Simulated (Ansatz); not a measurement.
Born–Oppenheimer molecular dynamics of H4Si + H6Si2 (13 atoms, charge 0, multiplicity 1). It starts from a relaxed structure.

Theory: Ansatz 0.2.0, RHF/cc-pVDZ.

- ensemble: NVE (velocity Verlet)
- time step: 0.25 fs
- steps asked: 600
- starting velocities drawn for: 500 K
- seed: 481833

Frames 5 fs apart, positions in Å.

Velocities at 40 fs (Å/ps):

```
Si -0.80 -0.45 -4.40
H -2.73 12.71 -11.44
H 3.10 -7.74 -6.61
H 23.07 16.05 -12.03
H 2.61 2.44 12.38
Si 0.26 0.72 1.23
Si -0.09 -0.44 1.78
H -3.74 -1.77 -10.41
H -13.45 12.34 27.03
H 12.31 -10.52 8.94
H -4.76 16.23 18.71
H 2.27 -20.31 -0.78
H -0.96 -14.76 12.95
```

```xyz
13
Properties=species:S:1:pos:R:3 time_fs=40 energy_less_start_eV=0.440 T=191
Si -0.051 0.206 -3.908
H 1.365 -0.446 -3.670
H -0.757 0.311 -2.628
H -0.669 -0.350 -5.119
H 0.360 1.551 -4.295
Si -0.352 0.901 2.855
Si 0.396 -1.168 2.003
H 0.798 1.701 3.318
H -1.004 1.797 1.869
H -1.442 0.720 3.834
H 0.782 -2.182 3.012
H 1.702 -0.978 1.139
H -0.657 -1.775 1.128
13
Properties=species:S:1:pos:R:3 time_fs=45 energy_less_start_eV=0.263 T=315
Si -0.045 0.205 -3.930
H 1.240 -0.397 -3.727
H -0.808 0.229 -2.652
H -0.628 -0.330 -5.177
H 0.351 1.631 -4.240
Si -0.352 0.906 2.860
Si 0.399 -1.171 2.007
H 0.813 1.694 3.326
H -1.069 1.837 1.940
H -1.361 0.649 3.935
H 0.744 -2.090 3.137
H 1.603 -1.071 1.194
H -0.655 -1.839 1.200
13
Properties=species:S:1:pos:R:3 time_fs=50 energy_less_start_eV=0.096 T=432
Si -0.035 0.217 -3.954
H 1.240 -0.513 -3.728
H -0.925 0.079 -2.740
H -0.694 -0.368 -5.183
H 0.263 1.681 -4.172
Si -0.356 0.915 2.866
Si 0.400 -1.178 2.013
H 0.844 1.669 3.402
H -1.115 1.811 1.936
H -1.215 0.571 4.061
H 0.683 -1.960 3.269
H 1.591 -1.117 1.173
H -0.668 -1.894 1.267
13
Properties=species:S:1:pos:R:3 time_fs=55 energy_less_start_eV=0.431 T=197
Si -0.027 0.229 -3.979
H 1.259 -0.632 -3.714
H -1.000 -0.075 -2.904
H -0.747 -0.365 -5.116
H 0.153 1.661 -4.100
Si -0.357 0.924 2.875
Si 0.396 -1.186 2.024
H 0.817 1.618 3.437
H -1.140 1.744 1.937
H -1.054 0.519 4.115
H 0.645 -1.822 3.341
H 1.667 -1.137 1.103
H -0.689 -1.942 1.327
13
Properties=species:S:1:pos:R:3 time_fs=60 energy_less_start_eV=0.462 T=176
Si -0.018 0.228 -4.000
H 1.131 -0.555 -3.746
H -1.037 -0.178 -2.982
H -0.751 -0.323 -5.172
H 0.114 1.727 -4.050
Si -0.354 0.928 2.885
Si 0.395 -1.190 2.031
H 0.836 1.646 3.410
H -1.198 1.722 1.950
H -1.016 0.487 4.147
H 0.680 -1.764 3.380
H 1.561 -1.169 1.188
H -0.684 -1.977 1.387
13
Properties=species:S:1:pos:R:3 time_fs=65 energy_less_start_eV=0.170 T=380
Si -0.027 0.226 -4.021
H 1.257 -0.515 -3.763
H -1.016 -0.196 -2.971
H -0.658 -0.217 -5.330
H 0.135 1.711 -4.007
Si -0.348 0.925 2.895
Si 0.388 -1.190 2.047
H 0.863 1.737 3.313
H -1.253 1.732 2.017
H -1.084 0.500 4.136
H 0.773 -1.792 3.369
H 1.587 -1.199 1.186
H -0.686 -2.015 1.435
13
Properties=species:S:1:pos:R:3 time_fs=70 energy_less_start_eV=0.315 T=279
Si -0.041 0.220 -4.043
H 1.369 -0.428 -3.806
H -0.950 -0.172 -2.958
H -0.472 -0.064 -5.428
H 0.185 1.659 -3.960
Si -0.341 0.921 2.906
Si 0.380 -1.189 2.068
H 0.813 1.795 3.179
H -1.277 1.732 2.101
H -1.152 0.566 4.090
H 0.873 -1.866 3.301
H 1.638 -1.199 1.130
H -0.696 -2.036 1.472
13
Properties=species:S:1:pos:R:3 time_fs=75 energy_less_start_eV=0.435 T=195
Si -0.043 0.213 -4.065
H 1.264 -0.291 -3.883
H -0.948 -0.199 -2.959
H -0.345 0.034 -5.505
H 0.220 1.705 -3.899
Si -0.336 0.917 2.913
Si 0.380 -1.190 2.087
H 0.804 1.848 3.110
H -1.301 1.716 2.091
H -1.171 0.642 4.123
H 0.948 -1.957 3.240
H 1.475 -1.144 1.162
H -0.706 -2.015 1.506
13
Properties=species:S:1:pos:R:3 time_fs=80 energy_less_start_eV=0.146 T=397
Si -0.041 0.221 -4.087
H 1.354 -0.347 -3.896
H -0.998 -0.290 -3.057
H -0.358 0.052 -5.543
H 0.161 1.684 -3.842
Si -0.338 0.915 2.920
Si 0.380 -1.195 2.111
H 0.824 1.859 3.119
H -1.289 1.631 2.004
H -1.093 0.723 4.205
H 0.982 -2.023 3.200
H 1.411 -1.022 1.038
H -0.753 -1.969 1.531
13
Properties=species:S:1:pos:R:3 time_fs=85 energy_less_start_eV=0.183 T=372
Si -0.031 0.233 -4.108
H 1.356 -0.447 -3.888
H -1.050 -0.417 -3.250
H -0.458 0.027 -5.504
H 0.042 1.654 -3.788
Si -0.342 0.918 2.927
Si 0.380 -1.201 2.133
H 0.812 1.804 3.146
H -1.243 1.488 1.901
H -0.962 0.809 4.268
H 1.006 -2.056 3.162
H 1.344 -0.898 0.927
H -0.811 -1.907 1.565
13
Properties=species:S:1:pos:R:3 time_fs=90 energy_less_start_eV=0.451 T=183
Si -0.015 0.238 -4.129
H 1.183 -0.455 -3.902
H -1.088 -0.543 -3.416
H -0.545 0.020 -5.510
H -0.060 1.700 -3.725
Si -0.343 0.918 2.937
Si 0.383 -1.203 2.146
H 0.851 1.792 3.135
H -1.225 1.368 1.815
H -0.908 0.887 4.318
H 1.067 -2.090 3.129
H 1.169 -0.853 1.009
H -0.843 -1.855 1.619
13
Properties=species:S:1:pos:R:3 time_fs=95 energy_less_start_eV=0.310 T=282
Si -0.019 0.243 -4.151
H 1.284 -0.509 -3.893
H -1.071 -0.593 -3.493
H -0.511 0.100 -5.562
H -0.103 1.643 -3.693
Si -0.339 0.916 2.950
Si 0.378 -1.204 2.164
H 0.875 1.814 3.045
H -1.226 1.311 1.817
H -0.967 0.957 4.305
H 1.145 -2.108 3.067
H 1.165 -0.819 0.943
H -0.875 -1.861 1.688
```

Of the whole run (150 fs, mean temperature of the second half 290 K): The conserved energy stayed within 0.049 meV per atom of its start (net change 0.03 meV per atom), so the integration is sound. A run of 0.15 ps of so small a system gives no equilibrium averages.

Time of the run: 21 min on 2 threads of Arm Neoverse N1, with other jobs on the host, peak memory 0.21 GiB.
